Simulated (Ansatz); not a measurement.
Consider the atomization: `C=C=COC` → 4 C• + 6 H• + O•.

Isolated molecules relaxed with PBE0-D4/def2-TZVP in Ansatz; ΔE leaves out vibrations. CCSD(T)/CBS adds triple-zeta CCSD(T) − MP2 to the extrapolated MP2 energy (def2 sets, frozen cores). This one scheme is used for every species, atoms too. No spin–orbit coupling; open shells (•) take unrestricted orbitals. Spin–orbit coupling would lower the free atoms: a little for C, O. One conformer a species, not always the lowest.

```tsv
species	CCSD/def2-TZVPP energy (Eh)
`C=C=COC`	-230.74682
C•	-37.77900
H•	-0.49981
O•	-74.97390
```

Problem. Work out ΔE.

Solution. ΔE = 6 × (-0.49981) + 4 × (-37.77900) + (-74.97390) − (-230.74682) = 1.65806 Eh = +4353.2 kJ/mol. CCSD(T)/CBS gives +4542.6 kJ/mol.

Largest T1 diagnostic among the species: 0.013.

From PBE to PBE0 (25 % exact exchange), in def2-TZVPP and without D4, ΔE moves by −110.1 kJ/mol: exact exchange takes away binding that semilocal exchange gives to molecules. In def2-TZVPP, CCSD(T) changes the Hartree–Fock value by +1157.4 kJ/mol (the triples alone add +79.2 kJ/mol) and MP2 by +1246.0 kJ/mol; breaking electron pairs costs correlation energy, which Hartree–Fock lacks.

For atomizations the MP2-based limit and the directly extrapolated one differ by several kJ/mol either way, and by 10 to 25 for some Ge, Se and Sn compounds, so smaller differences from it don't rank the levels.
